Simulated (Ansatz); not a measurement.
in.yaml

```yaml
crystal:
  periodic: [false, false, false]
  atoms:
    - {symbol: Al, position_ang: [0.000000, 0.000000, 0.000000]}
    - {symbol: Li, position_ang: [0.000000, 0.000000, 3.618000]}
basis:
  gaussian: {orbitals: "6-31G*"}
magnetization: {spin_polarized: false, initial_magnetization: 2}
correlation: {method: fic_nevpt4_sd, electrons: valence, active_space: {window: {electrons: 2, orbitals: 3}}}
```

```sh
$ ansatz run in.yaml --threads 1 --pin off --events-out ev --progress --plain --max-ram 2393MiB
```

Log:

```
306 factors; integrals over basis functions are off by at most 3.4e-4 eV
mean field evaluation 1: about -6783.3172 eV, gradient 2.3e0 eV
mean field evaluation 2: about -6783.3198 eV, gradient 2.3e0 eV
mean field evaluation 4: about -6783.5285 eV, gradient 3.2e-1 eV
mean field evaluation 8: about -6783.5330 eV, gradient 4.9e-2 eV
mean field evaluation 16: about -6783.5242 eV, gradient 1.4e0 eV
mean field evaluation 32: about -6780.9840 eV, gradient 5.1e0 eV
mean field evaluation 64: about -6783.5293 eV, gradient 2.6e-1 eV
mean field evaluation 96: about -6783.5332 eV, gradient 2.0e-6 eV
mean field -6783.53318093 eV, -249.2902463553 hartree, gradient 2.0e-6 eV, S^2 2.000000; 12 other end points of the search recorded, 0 dependent functions left out
reference -6783.53318093 eV, -249.2902463553 hartree; 9, 7 occupied and 25, 27 virtual orbitals, 306 factors
state -6783.53318093 eV, -249.2902463553 hartree
state -6783.53318093 eV, -249.2902463553 hartree; corrected -6784.93013167 eV, -249.3415833480 hartree
WARN: 1 active orbitals are nearly empty or full. The corrections depend on them more than the energy does, and are more stable in an active space without them
Total energy: -6784.93013167 eV, -249.3415833480 hartree
```

The active space holds one configuration alone, so it describes no static correlation.

Natural occupations: 1.0000 1.0000 0.0000.

Ran on 1 thread of Arm Neoverse V2, shared host: 1.1 s wall, 0.19 GiB peak host memory.
